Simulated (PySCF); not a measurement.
Compound: 3-methyl-1-butene, C₅H₁₀.
Bonds: C1–C2 (double), C2–C3, C3–C4, C3–C5. Hydrogens: H6, H7 on C1; H8 on C2; H9 on C3; H10, H11, H12 on C4; H13, H14, H15 on C5.

Torsions of this conformer, `[CH2:1]=[CH:2][CH:3]([CH3:4])[CH3:5]`: C1–C2–C3–C4 -118°.

The closed-shell ground state was solved at several levels (PySCF, density fitting, gas phase, non-relativistic). The structure is a single PBE0-D3(BJ)/def2-SVP conformer in the gas phase; no vibrational or solvent corrections.

| level | basis functions | HOMO (eV) | LUMO (eV) | gap (eV) | dipole (D) |
| --- | --- | --- | --- | --- | --- |
| PBE0/aug-cc-pVDZ | 205 | -7.36 | 0.03 | 7.39 | 0.39 |
| BHandHLYP/def2-SVPD | 180 | -8.37 | 1.33 | 9.70 | 0.35 |
| PBE0/6-31G | 65 | -7.13 | 0.92 | 8.05 | 0.32 |
| PBE0/6-311+G(2d,p) | 195 | -7.37 | 0.23 | 7.60 | 0.38 |
| PBE0/STO-3G | 35 | -5.56 | 3.78 | 9.34 | 0.31 |
| PBE0/def2-SVPD | 180 | -7.40 | 0.34 | 7.74 | 0.37 |

Problem. Estimate the row for LDA/pcSseg-1, a basis of 135 functions; the other rows only guide the guess.

Solution. HOMO -6.44 eV, LUMO -0.85 eV, gap 5.59 eV, dipole 0.36 D.

Problem. Over all these levels, which gives the widest orbital gap and which the narrowest?

Solution. BHandHLYP/def2-SVPD (global hybrid, 50 % exact exchange) has the widest, 9.70 eV, and LDA/pcSseg-1 (LDA) the narrowest, 5.59 eV. Functional and basis both differ between the two, so the spread mixes both effects.

Problem. How much does the basis alone move the frontier levels among the 5 PBE0 rows?

Solution. The HOMO by 1.84 eV and the LUMO by 3.75 eV. By rising basis size (HOMO, LUMO in eV): STO-3G -5.56, 3.78; 6-31G -7.13, 0.92; def2-SVPD -7.40, 0.34; 6-311+G(2d,p) -7.37, 0.23; aug-cc-pVDZ -7.36, 0.03.

Problem. How far do the dipole and the HOMO energy spread over the levels?

Solution. The dipole runs from 0.31 to 0.39 D (mean 0.35 D) and the HOMO from -8.37 to -5.56 eV.
